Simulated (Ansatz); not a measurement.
`CC(F)(F)Cl` → `F[C]F` + `CCl` at 600 K and 1 bar (formal loss of a carbene).

Program: Ansatz. Geometries: PBE0-D4/def2-TZVP. ΔE: electronic, gas phase. CBS: MP2 limit from def2 TZ/QZ plus the TZ coupled-cluster correction, frozen cores. This one scheme is used for every species.

| species | CCSD(T)/CBS energy (Eh) | H − E (kJ/mol) | S (J/(mol·K)) |
| --- | --- | --- | --- |
| `CC(F)(F)Cl` | -737.27590 | 180.4 | 377.4 |
| `F[C]F` | -237.54028 | 42.2 | 271.0 |
| `CCl` | -499.63220 | 125.0 | 268.9 |

H − E and S are ideal-gas, rigid-rotor, harmonic terms from PBE0-D4/def2-TZVP. 1 Eh = 2625.50 kJ/mol, R = 8.31446 J/(mol·K).

By hand: ΔE, ΔH, ΔS and ΔG.

ΔE = (-237.54028) + (-499.63220) − (-737.27590) = 0.10342 Eh = 271.5 kJ/mol. Δ(H − E) = 42.2 + 125.0 − 180.4 = -13.2, so ΔH = 258.3 kJ/mol. ΔS = 271.0 + 268.9 − 377.4 = 162.5 J/(mol·K). ΔG = 258.3 − 600 × (162.5)/1000 = 160.8 kJ/mol.

By hand: the equilibrium constant, and the temperature at which ΔG would vanish if ΔH and ΔS stayed fixed.

log₁₀ K = −ΔG/(RT ln 10) = -14.0. ΔG = 0 at ΔH/ΔS = 1590 K.

The number of gas molecules changes by +1, which sets the sign of ΔS. A doubt of 5 kJ/mol in ΔE shifts log₁₀ K by 0.4 here. These are equilibria of isolated gas molecules and say nothing of rates. Largest T1 diagnostic: 0.017 (customary marks: 0.02 for closed shells, 0.045 for open ones).
